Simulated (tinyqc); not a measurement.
Stretching all distances: RHF, UHF, MP2, CISD and CCSD against full CI in the sto-3g basis, for CH+, spin multiplicity 1. Computed by the program tinyqc with PySCF. All coordinates are multiplied by the scale. c0^2 is the weight of the RHF determinant in the lowest singlet FCI state (UHF is spin-contaminated and may lie near states of higher spin) and n(LUMO) the first natural occupation beyond the occupied space.

Geometry (angstrom):
```
atom       x       y       z
C     0.0000  0.0000  0.0000
H     0.0000  0.0000  1.0360
```

Full CI energy (hartree) and errors against it (kcal/mol):
```
scale  distance 1-2 (angstrom)     E(FCI)     RHF     UHF     MP2   CISD   CCSD  <S^2> UHF   c0^2  n(LUMO)
0.980                    1.015  -37.48859  35.479  26.781  16.625  0.955  0.123      0.563  0.929    0.064
1.200                    1.243  -37.51830  40.111  34.034  18.262  1.388  0.154      0.499  0.927    0.057
1.410                    1.461  -37.49820  47.060  41.921  21.394  2.149  0.228      0.481  0.913    0.068
1.630                    1.689  -37.46430  56.889  49.147  26.306  3.415  0.342      0.710  0.880    0.133
1.850                    1.917  -37.43273  68.906  44.019  32.644  5.227  0.465      1.011  0.823    0.233
2.060                    2.134  -37.41006  81.730  36.893  39.511  7.405  0.546      1.031  0.746    0.359
2.280                    2.362  -37.39481  95.459  31.766  46.605  9.881  0.553      1.012  0.652    0.506
```

What does the comparison show, and why?

UHF lies below RHF over the whole range. The weight c0^2 goes from 0.93 to 0.65 and n(LUMO) from 0.06 to 0.51: static correlation grows as the bonds break into open-shell fragments. The spread of the error along the curve, which distorts its shape, is CCSD 0.4, CISD 8.9, UHF 22.4, MP2 30.0, RHF 60.0 kcal/mol.
